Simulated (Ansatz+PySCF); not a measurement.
A calculation with PySCF 2.14.0.

```python
from pyscf import gto, scf, cc

mol = gto.M(atom="""
F 0.000000 0.000000 0.000000
F 0.000000 0.000000 2.020000
""", basis='sto-3g', charge=1, spin=1)
mf = scf.UHF(mol)
mf.kernel()
mycc = cc.CCSD(mf, frozen=2).run()
et = mycc.ccsd_t()
print(mf.e_tot, mycc.e_corr, et, mycc.e_tot + et)
```

The script is written out from the run's settings.

The run gave:

- Converged: yes
- Reference energy: -195.22695 hartree
- CCSD correlation energy: -0.30782 hartree
- Triples correction: -0.00207 hartree
- Total energy: -195.53684 hartree
- Spin squared of the determinant: 0.750

The reference isn't the lowest determinant (another lies 7.59 eV lower), but the same method gives a higher total on the lower determinant. Caution: large amplitudes, a single reference is doubtful; the charge can sit on one fragment and break the point group.
